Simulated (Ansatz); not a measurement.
Mulliken charges of C2H5NO (`C=NCO`) from r2SCAN/def2-TZVPP in Ansatz (PBE0-D4/def2-TZVP geometry).

```csv
atom,x (Å),y (Å),z (Å),charge (e)
C1,-1.508,-0.133,0.096,-0.007
N2,-0.380,-0.602,-0.199,-0.266
C3,0.753,0.290,-0.185,0.262
O4,1.811,-0.275,0.531,-0.364
H5,-2.381,-0.785,0.077,0.077
H6,-1.671,0.917,0.376,0.043
H7,0.533,1.254,0.293,0.016
H8,1.028,0.472,-1.234,0.036
H9,1.904,-1.184,0.227,0.203
```

Task: By hand: the dipole of these point charges (1 e Å = 4.8032 D).

Result: Σ q r = (-0.173, 0.113, -0.161) e Å, of length 0.262 e Å = 1.26 D.

Task: How does the dipole of the full density compare? (An estimate is asked.)

Result: The calculation gave: (-0.285, 0.106, -0.140) e Å, 1.61 D; the point charges give 0.78 times that, at 17° from its direction.

Point charges leave out the atoms' own dipoles, such as those of lone pairs, and Mulliken's split depends on the basis, so the two needn't agree.
